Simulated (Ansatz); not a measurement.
# InP, pressure series

Take InP in the zinc blende structure (space group F-43m, No. 216; a = 5.8269 Å) as the base.

Cell and atoms are relaxed at each pressure.

The values are results of Ansatz (an electronic-structure program), LDA, PAW, cutoff 420 eV, without spin-orbit coupling, not measurements.

```
P (GPa)  V (Å³/atom)
-------  -----------
-2.00         25.486
-1.00         25.092
0.90          24.429
2.09          24.057
4.50          23.393
8.99          22.369
14.99         21.293
22.48         20.240
29.99         19.394
```

Question: Fit a third-order Birch–Murnaghan equation of state.

Answer: Least squares on P(V) = (3B₀/2)[(V₀/V)^(7/3) − (V₀/V)^(5/3)]·[1 + (3/4)(B₀′ − 4)((V₀/V)^(2/3) − 1)] gives V₀ = 24.73 Å³/atom, B₀ = 72 GPa and B₀′ = 4.4.

Measured bulk modulus of InP: 72 GPa (static lattice; corrected from measurement; as listed in Daniel Mejia-Rodriguez, S. B. Trickey, Phys. Rev. B (2018)); the computed value is 0 % below it.

Between the base and pressure 4.5 GPa the gap moves from 0.58 eV to 0.88 eV, a mean slope of 66 meV/GPa.

Load acts through the strain it causes; cell and atoms are relaxed under it. Stability against distortions was not tested. Measured, InP leaves this structure (for rock salt) near 9.8 GPa (temperature not stated; as listed in Datta, Sujoy, Jana, Debnarayan, arXiv (2020)).
